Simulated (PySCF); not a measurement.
Frontier levels across methods

Isopropenyl methyl ketone, C₅H₈O.
Atom-mapped SMILES: `[CH2:1]=[C:2]([CH3:3])[C:4]([CH3:5])=[O:6]` (hydrogens: H7, H8 on C1; H9, H10, H11 on C3; H12, H13, H14 on C5)

Cartesian coordinates in Å at the PBE0-D3(BJ)/def2-SVP level; atoms count from 1:
```xyz
14
C5H8O angstrom
C     -0.482    1.466   -0.023
C     -0.557    0.128   -0.081
C     -1.835   -0.620   -0.293
C      0.662   -0.732    0.063
C      2.009   -0.090    0.297
O      0.550   -1.938   -0.002
H      0.464    1.988    0.134
H     -1.375    2.088   -0.131
H     -2.691    0.063   -0.382
H     -2.016   -1.319    0.537
H     -1.772   -1.239   -1.201
H      2.017    0.457    1.252
H      2.257    0.628   -0.498
H      2.769   -0.880    0.326
```

Basis pcSseg-1 throughout (PySCF), one geometry. Isolated species at its PBE0-D3(BJ)/def2-SVP geometry (one conformer only).

**Question.** How do the orbital energies, the gap and the dipole change with the method?

**Answer.** 
```json
{"method": "BLYP", "kind": "GGA", "HOMO (eV)": "-5.56", "LUMO (eV)": "-2.37", "gap (eV)": "3.18", "μ (D)": "2.63", "SCF cycles": "16"}
{"method": "OPBE", "kind": "GGA", "HOMO (eV)": "-5.59", "LUMO (eV)": "-2.43", "gap (eV)": "3.16", "μ (D)": "2.62", "SCF cycles": "16"}
{"method": "PBE", "kind": "GGA", "HOMO (eV)": "-5.66", "LUMO (eV)": "-2.53", "gap (eV)": "3.13", "μ (D)": "2.62", "SCF cycles": "16"}
{"method": "B97-D", "kind": "GGA", "HOMO (eV)": "-5.69", "LUMO (eV)": "-2.44", "gap (eV)": "3.25", "μ (D)": "2.69", "SCF cycles": "16"}
{"method": "BP86", "kind": "GGA", "HOMO (eV)": "-5.79", "LUMO (eV)": "-2.63", "gap (eV)": "3.16", "μ (D)": "2.65", "SCF cycles": "16"}
{"method": "LDA", "kind": "LDA", "HOMO (eV)": "-5.83", "LUMO (eV)": "-2.77", "gap (eV)": "3.07", "μ (D)": "2.69", "SCF cycles": "16"}
{"method": "KT3", "kind": "GGA", "HOMO (eV)": "-5.84", "LUMO (eV)": "-2.46", "gap (eV)": "3.38", "μ (D)": "2.62", "SCF cycles": "16"}
{"method": "KT2", "kind": "GGA", "HOMO (eV)": "-5.87", "LUMO (eV)": "-2.48", "gap (eV)": "3.39", "μ (D)": "2.63", "SCF cycles": "16"}
{"method": "B97-2", "kind": "global hybrid", "HOMO (eV)": "-7.04", "LUMO (eV)": "-1.60", "gap (eV)": "5.43", "μ (D)": "2.81", "SCF cycles": "15"}
{"method": "B3LYP", "kind": "global hybrid", "HOMO (eV)": "-7.06", "LUMO (eV)": "-1.75", "gap (eV)": "5.31", "μ (D)": "2.79", "SCF cycles": "15"}
{"method": "PBE0", "kind": "global hybrid", "HOMO (eV)": "-7.33", "LUMO (eV)": "-1.54", "gap (eV)": "5.79", "μ (D)": "2.81", "SCF cycles": "14"}
{"method": "mPW1PW91", "kind": "global hybrid", "HOMO (eV)": "-7.37", "LUMO (eV)": "-1.56", "gap (eV)": "5.81", "μ (D)": "2.83", "SCF cycles": "14"}
{"method": "CAM-B3LYP", "kind": "range-separated hybrid", "HOMO (eV)": "-8.79", "LUMO (eV)": "-0.37", "gap (eV)": "8.43", "μ (D)": "2.84", "SCF cycles": "14"}
{"method": "BHandHLYP", "kind": "global hybrid", "HOMO (eV)": "-8.85", "LUMO (eV)": "-0.39", "gap (eV)": "8.46", "μ (D)": "2.99", "SCF cycles": "13"}
{"method": "wB97X-D", "kind": "range-separated hybrid", "HOMO (eV)": "-9.27", "LUMO (eV)": "0.25", "gap (eV)": "9.52", "μ (D)": "2.86", "SCF cycles": "13"}
{"method": "LC-wPBE", "kind": "range-separated hybrid", "HOMO (eV)": "-10.13", "LUMO (eV)": "0.76", "gap (eV)": "10.88", "μ (D)": "2.84", "SCF cycles": "13"}
{"method": "HF", "kind": "Hartree–Fock", "HOMO (eV)": "-10.28", "LUMO (eV)": "2.43", "gap (eV)": "12.71", "μ (D)": "3.27", "SCF cycles": "11"}
```

The HOMO spans 4.72 eV, from BLYP down to HF, and the gap runs from 3.07 eV (LDA) to 12.71 eV (HF). Over the methods BLYP (0 %), OPBE (0 %), PBE (0 %), B97-D (0 %), BP86 (0 %), LDA (0 %), KT3 (0 %), KT2 (0 %), B97-2 (21 %), B3LYP (20 %), PBE0 (25 %), mPW1PW91 (25 %), BHandHLYP (50 %), HF (100 %), a straight line through the gap against the share of exact exchange rises by 0.97 eV for each 10 % (correlation coefficient 0.998). The dipole ranges from 2.62 D (KT3) to 3.27 D (HF). This basis has no diffuse functions.

The vertical ΔSCF ionisation energy at B3LYP/def2-SVPD is 9.48 eV; −ε(HOMO) comes closest to it with wB97X-D (9.27 eV).
